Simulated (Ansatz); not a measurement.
bcc Fe was calculated with PBEsol (Ansatz, a first-principles code, PAW).

Run with plane-wave cutoff 520 eV, 20×20×20 k mesh, Fermi–Dirac smearing 0.1 eV, perturbation theory, spin-polarised with parallel moments, scalar-relativistic PAW data made under PBE.

Computed at the level's own relaxed cell.

```cif
data_Fe
_chemical_formula_sum 'Fe1'
_space_group_name_H-M_alt 'P 1'
_space_group_IT_number 1
_cell_length_a 2.41417
_cell_length_b 2.41417
_cell_length_c 2.41417
_cell_angle_alpha 109.471
_cell_angle_beta 109.471
_cell_angle_gamma 109.471
loop_
_space_group_symop_operation_xyz
  'x, y, z'
loop_
_atom_site_label
_atom_site_type_symbol
_atom_site_fract_x
_atom_site_fract_y
_atom_site_fract_z
_atom_site_occupancy
Fe1 Fe 0.00000 0.00000 0.00000 1
```

Harmonic phonon frequencies (cm⁻¹; i marks an imaginary mode):

```json
[
 {"q point": "H", "frequencies": "300 300 300"},
 {"q point": "N", "frequencies": "189 221 337"},
 {"q point": "P", "frequencies": "263 263 263"}
]
```

No imaginary mode appears at these points.
